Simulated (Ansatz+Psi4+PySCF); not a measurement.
Two shapes of triplet CH3N.

Shape 1:

```xyz
5

C    -0.0122   -0.0220   -0.0163
H     1.0374   -0.0220   -0.3509
H    -0.5078    0.9211   -0.3721
H    -0.4980   -0.8759   -0.3888
N    -0.0211   -0.0073    1.4000
```

Shape 2:

```xyz
5

C     0.0000    0.0000    0.0000
H     0.9964    0.0314    0.4517
H    -0.7542    0.1186    0.7842
H    -0.0955    0.8206   -0.7178
N    -0.1877   -1.2417   -0.6628
```

Basis set: cc-pVTZ (spherical functions). Left uncorrelated: 2 orbitals. Correlation on ROHF uses semicanonical orbitals with singles. Charge 0, multiplicity 3.

Computed with Ansatz (development build ahead of 0.2.0) and Psi4 1.11; each method stands on the lowest determinant of its kind that the runs found.

**Question.** Which shape is lower in energy, and by how much in each method?

**Answer.**

```tsv
method	E(2) − E(1) (eV)
ROHF	-0.058
UHF	-0.057
ROHF-MP2	-0.056
UHF-MP2	-0.057
```

Shape 2 is lower.
